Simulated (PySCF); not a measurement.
Structure problem from calculated spectra and properties.

Formula: Cl2O2S.

* Valence photoelectron: vertical ionisation energy: 12.53 eV [ΔSCF CAM-B3LYP/def2-SVPD]
* Dipole: 1.78 D [CAM-B3LYP/def2-SVPD]
* UV, first state: lowest singlet excitation: 4.86 eV (255 nm, f = 0.000) [TDDFT CAM-B3LYP/def2-SVPD]
* XPS: S2p3/2 176.5, Cl2p3/2 207.4 (×2), O1s 539.7 (×2), S1s 2485.3, Cl1s 2829.9 (×2) eV [ΔSCF SCAN, pcX-2 on the ionised atom, pcseg-1 elsewhere, spin-free X2C, 2p3/2 from a spin–orbit splitting computed afterwards within the 2p shell]
* UV, strongest line: among the 10 lowest singlet transitions: S5 at 6.47 eV (192 nm, f = 0.201) [TDDFT CAM-B3LYP/def2-SVPD]
* Rotational structure: rotational constants A, B, C: 3.334, 2.270, 1.859 GHz [PBE0-D3(BJ)/def2-SVP]

Electronic properties: PySCF, gas phase, density fitting. Levels stand in brackets. Isolated species at its PBE0-D3(BJ)/def2-SVP geometry, gas phase.

Task: What is the compound? Reason from the data.

Result: Numbering: `[O:1]=[S:2](=[O:3])([Cl:4])[Cl:5]`. The core levels belong to: S2p3/2 176.5 eV, sulfonyl sulfur [S2]; Cl2p3/2 207.4 eV, chlorine bonded to S [Cl4/Cl5]; O1s 539.7 eV, sulfonyl oxygen [O1/O3]; S1s 2485.3 eV, sulfonyl sulfur [S2]; Cl1s 2829.9 eV, chlorine bonded to S [Cl4/Cl5]. The optimised geometry has point group C2v and is an asymmetric top. Structure: sulfuryl chloride (`O=S(=O)(Cl)Cl`). The assignments are read from this structure; whether some other isomer fits the data as well wasn't checked.
